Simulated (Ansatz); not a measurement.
**CH4BS+: single points off equilibrium**

One table from this session's results is given with a row withheld; the runs are named, their logs left out.

The runs use Ansatz 0.2.0, Gaussian basis; single points in def2-TZVPP.

Correlated methods freeze the cores. B3LYP uses VWN-RPA correlation.

### Starting geometry

SMILES `CB=[SH+]`, 7 atoms, charge 1, spin multiplicity 1.

Atoms are counted from 1 here; the program's logs count them from 0.

Bond lengths: C1–B2 1.533 Å, C1–H4 1.038 Å, C1–H5 1.144 Å, C1–H6 1.096 Å, B2–S3 1.735 Å, S3–H7 1.428 Å. Angles: B2–C1–H4 110.2°, B2–C1–H5 110.2°, B2–C1–H6 108.6°, H4–C1–H5 104.9°, H4–C1–H6 115.2°, H5–C1–H6 107.7°, C1–B2–S3 166.4°, B2–S3–H7 92.3°.

As a file:

```
C    -0.8440    0.5049   -0.3160
B     0.3131   -0.2892    0.3017
S     1.3690   -1.2115    1.3239
H    -1.6317   -0.1314   -0.5465
H    -0.5242    0.9528   -1.3188
H    -1.0960    1.3341    0.3551
H     2.4640   -1.0692    0.4184
```

Set-up of the first run:

File run/in.yaml:

```yaml
crystal:
  periodic: [false, false, false]
  atoms:
    - {symbol: C, position_ang: [-0.844000, 0.504900, -0.316000]}
    - {symbol: B, position_ang: [0.313100, -0.289200, 0.301700]}
    - {symbol: S, position_ang: [1.369000, -1.211500, 1.323900]}
    - {symbol: H, position_ang: [-1.631700, -0.131400, -0.546500]}
    - {symbol: H, position_ang: [-0.524200, 0.952800, -1.318800]}
    - {symbol: H, position_ang: [-1.096000, 1.334100, 0.355100]}
    - {symbol: H, position_ang: [2.464000, -1.069200, 0.418400]}
basis:
  gaussian: {orbitals: def2-TZVPP}
total_charge: 1
correlation: {method: ccsd_t}
output: {forces: true}
```

The command line of these runs was not kept.

Among the steps run: CCSD(T)/def2-TZVPP; PBE0-D4/def2-TZVPP; wB97M-V/def2-TZVPP; r2SCAN-D4/def2-TZVPP; PBE-D4/def2-TZVPP; revPBE-D4/def2-TZVPP; B3LYP-D4/def2-TZVPP.

One table of the session follows, with a row left open; its other results are not shown here.

```
   method  RMS force component (eV/Å)  angle to CCSD(T) forces (°)
  CCSD(T)                       1.052                    reference
  PBE0-D4                       1.098                          7.0
  wB97M-V                       1.083                          5.3
r2SCAN-D4                       1.089                          8.5
   PBE-D4                       1.063                         12.6
revPBE-D4                           ?                            ?
 B3LYP-D4                       1.073                          6.9
```

**Question.** Estimate the row for revPBE-D4.

As computed: RMS force component (eV/Å): 1.047; angle to CCSD(T) forces (°): 11.7. In the column «RMS force component (eV/Å)» it is the lowest.
